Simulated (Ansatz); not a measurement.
Born–Oppenheimer molecular dynamics of AlH6NO (9 atoms, charge 0, multiplicity 1). It starts at the highest image of a converged band. Of that band: The top lies less than 8 meV above the higher end, about what the thresholds resolve: that end is a shoulder or a very shallow well. A vibrational analysis at the climbing image gives one clearly imaginary mode, 305i cm⁻¹: a first-order saddle point.

Computed with Ansatz, RKS PBE-D4/cc-pVDZ.

```json
{
  "ensemble": "NVE (velocity Verlet)",
  "time step": "0.5 fs",
  "steps asked": "200",
  "starting velocities drawn for": "300 K",
  "seed": "8814"
}
```

First frame:

```xyz
9
Properties=species:S:1:pos:R:3
Al 0.092 0.342 0.016
O -0.156 -0.041 1.969
H -1.050 -0.324 2.247
H 1.520 -0.236 -0.426
H -1.301 0.010 -0.720
N 0.128 2.100 0.820
H 1.010 2.628 0.863
H -0.613 2.776 0.591
H -0.133 1.070 1.909
```

(1) How far do the bonds stretch over the last three quarters of this one trajectory? (Pairs bonded in most of those frames.)

Answers

(1) 
```csv
bond,mean (Å),spread (Å),shortest,longest
Al1–O2,2.094,0.054,1.99,2.16
Al1–H4,1.605,0.018,1.58,1.63
Al1–H5,1.614,0.005,1.61,1.62
Al1–N6,1.884,0.019,1.86,1.92
O2–H3,0.981,0.017,0.95,1.01
O2–H9,1.032,0.013,1.00,1.05
N6–H7,1.031,0.024,0.99,1.07
N6–H8,1.031,0.025,0.99,1.07
```

Mean temperature of the second half: 141 K. The conserved energy stayed within 0.21 meV per atom of its start (net change 0.14 meV per atom), so the integration is sound. A run of 0.1 ps of so small a system gives no equilibrium averages. The orbitals stay closed-shell, which can raise the energy where a bond breaks towards radicals; this wasn't checked here.

Time of the run: 7.7 min on 1 thread of AMD EPYC 7R43 64-Core Processor (Zen 3), with other jobs on the host, peak memory 0.12 GiB.
